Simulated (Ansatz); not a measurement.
This was printed by a script on the Python package of Ansatz (0.2.0), for harmonic frequencies at the relaxed geometry of CH₆AlSi, SMILES [CH3][Al][SiH3]. What did the script look like? Settings (for the species named): PBE0, def2-SVP basis, multiplicity 2, D3BJ dispersion.

```xyz
9

C    -0.8278    1.2194   -1.1069
Al    0.6554    0.8975    0.0944
Si    0.8425   -1.2218    1.0864
H    -1.4354    0.3672   -1.1971
H    -0.4939    1.5273   -2.1428
H    -1.4782    2.1189   -0.7138
H     2.1761   -1.8304    0.6944
H    -0.2014   -2.0625    0.6629
H     0.8512   -1.0618    2.6055
```

```console
$ python ch6alsi_freq.py
step   1  E = -15594.598684 eV  max force 3.4064 eV/A
step   2  E = -15594.929551 eV  max force 0.9952 eV/A
step   3  E = -15594.955137 eV  max force 0.0836 eV/A
step   4  E = -15594.956567 eV  max force 0.0431 eV/A
step   5  E = -15594.956858 eV  max force 0.0119 eV/A
step   6  E = -15594.956971 eV  max force 0.0052 eV/A
step   7  E = -15594.957005 eV  max force 0.0049 eV/A
step   8  E = -15594.951584 eV  max force 0.3608 eV/A
step   9  E = -15594.956590 eV  max force 0.0294 eV/A
step  10  E = -15594.957065 eV  max force 0.0021 eV/A
step  11  E = -15594.956608 eV  max force 0.1406 eV/A
step  12  E = -15594.957209 eV  max force 0.0075 eV/A
step  13  E = -15594.957374 eV  max force 0.0378 eV/A
step  14  E = -15594.957165 eV  max force 0.1627 eV/A
step  15  E = -15594.957757 eV  max force 0.0583 eV/A
step  16  E = -15594.958279 eV  max force 0.0598 eV/A
step  17  E = -15594.958321 eV  max force 0.0950 eV/A
step  18  E = -15594.959433 eV  max force 0.1905 eV/A
step  19  E = -15594.964346 eV  max force 0.0540 eV/A
step  20  E = -15594.965533 eV  max force 0.0781 eV/A
step  21  E = -15594.954594 eV  max force 0.4746 eV/A
step  22  E = -15594.961529 eV  max force 0.1285 eV/A
step  23  E = -15594.966465 eV  max force 0.0211 eV/A
step  24  E = -15594.968404 eV  max force 0.0158 eV/A
step  25  E = -15594.965519 eV  max force 0.2924 eV/A
step  26  E = -15594.966857 eV  max force 0.1199 eV/A
step  27  E = -15594.968876 eV  max force 0.0126 eV/A
step  28  E = -15594.969735 eV  max force 0.0629 eV/A
step  29  E = -15594.970153 eV  max force 0.0410 eV/A
step  30  E = -15594.970579 eV  max force 0.0194 eV/A
step  31  E = -15594.970736 eV  max force 0.0196 eV/A
step  32  E = -15594.970530 eV  max force 0.0290 eV/A
step  33  E = -15594.970803 eV  max force 0.0088 eV/A
step  34  E = -15594.970834 eV  max force 0.0021 eV/A
bond        before    after (A)
C0-Al1       1.9356   1.9712
C0-H3        1.0505   1.1047
C0-H4        1.1311   1.1003
C0-H5        1.1776   1.1049
Al1-Si2      2.3474   2.4847
Si2-H6       1.5174   1.4987
Si2-H7       1.4057   1.5022
Si2-H8       1.5275   1.5026
angle Al1-C0-H3: 109.60 deg
angle Al1-C0-H4: 114.45 deg
angle Al1-C0-H5: 109.44 deg
angle H3-C0-H4: 108.24 deg
angle H3-C0-H5: 106.70 deg
angle H4-C0-H5: 108.12 deg
angle C0-Al1-Si2: 118.88 deg
angle Al1-Si2-H6: 111.51 deg
frequencies (1/cm): 19 74 120 341 377 430 521 620 672 845 925 934 1185 1405 1417 2182 2192 2210 3032 3126 3163
imaginary modes: 0  zero-point energy: 1.5988 eV
H(298 K) - E = 1.8117 eV
S(298 K, 1 bar) = 353.2 J/(mol K) with symmetry number 1
```

The script that was run (others could print the same):

Script `ch6alsi_freq.py`:
```python
# -*- coding: utf-8 -*-
"""Vibrations of CH6AlSi."""

import ansatz
from ase import Atoms
from ase.thermochemistry import IdealGasThermo
import numpy as np

GEOMETRY = """
C    -0.82780    1.21940   -1.10690
Al    0.65540    0.89750    0.09440
Si    0.84250   -1.22180    1.08640
H    -1.43540    0.36720   -1.19710
H    -0.49390    1.52730   -2.14280
H    -1.47820    2.11890   -0.71380
H     2.17610   -1.83040    0.69440
H    -0.20140   -2.06250    0.66290
H     0.85120   -1.06180    2.60550
"""

geometry = ansatz.Crystal.molecule()
for line in GEOMETRY.strip().splitlines():
    symbol, *xyz = line.split()
    geometry = geometry.atom(symbol, [float(v) for v in xyz])

model = (
    geometry.calculation()
    .basis(gaussian="def2-SVP")
    .functional("pbe0", dispersion="d3bj")
    .spin("collinear", total=1)
)
symbols = [site.symbol for site in geometry.cartesian_sites]
start = np.array([site.position_ang for site in geometry.cartesian_sites], dtype=float)
def progress(event):
    if event["event"] == "relax_step":
        row = event["data"]
        print(f"step {row['step']:3d}  E = {row['lagrangian_ev']:.6f} eV  max force {row['allowed_force_max_ev_ang']:.4f} eV/A")


report = model.relax(force_tolerance=0.003, max_steps=100).session().plan().execute(on_event=progress).report
end = np.array(report["positions_ang"])

print("bond        before    after (A)")
for i, j in [(0, 1), (0, 3), (0, 4), (0, 5), (1, 2), (2, 6), (2, 7), (2, 8)]:
    d0, d1 = (np.linalg.norm(xyz[i] - xyz[j]) for xyz in (start, end))
    print(f"{symbols[i]}{i}-{symbols[j]}{j}".ljust(10), f"{d0:8.4f} {d1:8.4f}")
for i, j, k in [(1, 0, 3), (1, 0, 4), (1, 0, 5), (3, 0, 4), (3, 0, 5), (4, 0, 5), (0, 1, 2), (1, 2, 6)]:
    u, v = end[i] - end[j], end[k] - end[j]
    print(f"angle {symbols[i]}{i}-{symbols[j]}{j}-{symbols[k]}{k}: {np.degrees(np.arccos(np.clip(u @ v / np.linalg.norm(u) / np.linalg.norm(v), -1, 1))):.2f} deg")

# frequencies need a stationary point, so they are taken at the relaxed geometry
minimum = ansatz.Crystal.molecule()
for symbol, xyz in zip(symbols, end):
    minimum = minimum.atom(symbol, xyz.tolist())
vibrating = minimum.calculation()
vibrating = vibrating.basis(gaussian="def2-SVP")
vibrating = vibrating.functional("pbe0", dispersion="d3bj")
vibrating = vibrating.spin("collinear", total=1)
vibrating = vibrating.phonons(temperatures=(200, 600, 100))
vib = vibrating.run(threads=1, pin="off").report["vibrations"]
sums = vib["harmonic_sums"]
modes = [m["omega_inv_cm"] for m in sums["modes_at_gamma"] if m["rigid_motion"] == "no"]
print("frequencies (1/cm):", " ".join(f"{w:.0f}" for w in modes))
print("imaginary modes:", sum(w < 0 for w in modes), " zero-point energy:", round(sums["zero_point_energy_ev"], 4), "eV")
# rigid rotor and ideal gas, symmetry number taken as one
gas = IdealGasThermo(vib_energies=[w / 8065.544 for w in modes if w > 0], geometry="linear" if len(modes) == 3 * len(symbols) - 5 else "nonlinear",
                     atoms=Atoms(symbols, positions=end), symmetrynumber=1, spin=0.5)
print(f"H(298 K) - E = {gas.get_enthalpy(298.15, verbose=False):.4f} eV")
print(f"S(298 K, 1 bar) = {96485.33 * gas.get_entropy(298.15, 1e5, verbose=False):.1f} J/(mol K) with symmetry number 1")
```

Notes:
- Total energies depend on the basis set; only differences at equal settings carry meaning.
- The frequencies are harmonic and unscaled, in a modest basis. The result belongs to the one conformer reached from this start, and soft torsions count as harmonic oscillators.
- The species is open-shell (spin multiplicity 2).
- The entropy takes a symmetry number of 1; a symmetric molecule's is lower by R ln(sigma).
- It ran for 4.6 min on 1 thread of Arm Neoverse V2 (shared host), peak memory 0.32 GiB.

(A comment or docstring line of the script was reworded after the run, the code is as it ran; lines on the test bed's own set-up are left out of the output.)
